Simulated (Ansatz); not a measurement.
```yaml
crystal:
  periodic: [false, false, false]
  atoms:
    - {symbol: F, position_ang: [0.329707, 1.140517, 0.307700]}
    - {symbol: B, position_ang: [0.000002, -0.000002, 0.000002]}
    - {symbol: F, position_ang: [-0.329718, -1.140515, -0.307702]}
basis:
  gaussian: {orbitals: def2-TZVPP}
total_charge: 1
magnetization: {spin_polarized: true, initial_magnetization: 4}
hamiltonian: {xc: {name: PBE0}, dispersion: d3bj}
scf: {lower_state_search: full}
```

```sh
$ ansatz run in.yaml --threads 2 --pin off --events-out ev --progress --plain --max-ram 32768MiB --backend cpu
```

Shortened log:

```
Functional definition: PBE0
481 factors; their error is unknown
mean field evaluation 1: about -6073.4069 eV, gradient 2.5e1 eV
mean field evaluation 2: about -6074.3962 eV, gradient 1.8e1 eV
mean field evaluation 4: about -6075.2181 eV, gradient 6.3e-1 eV
mean field evaluation 8: about -6075.2463 eV, gradient 1.7e-2 eV
mean field evaluation 16: about -6075.2463 eV, gradient 4.2e-5 eV
mean field -6076.91064065 eV, -223.3223469660 hartree, gradient 2.7e-6 eV, S^2 6.003873; 12 other end points of the search recorded, 0 dependent functions left out
reference -6076.91067343 eV, -223.3223481707 hartree; 13, 9 occupied and 80, 84 virtual orbitals, 481 factors
Total energy: -6076.92689409 eV, -223.3229442687 hartree
```

(1) Something in this input is off. What?

Results:

(1) The spin is set far too high for this molecule. Self-consistency was reached. The result belongs to that input, not to the molecule as meant.
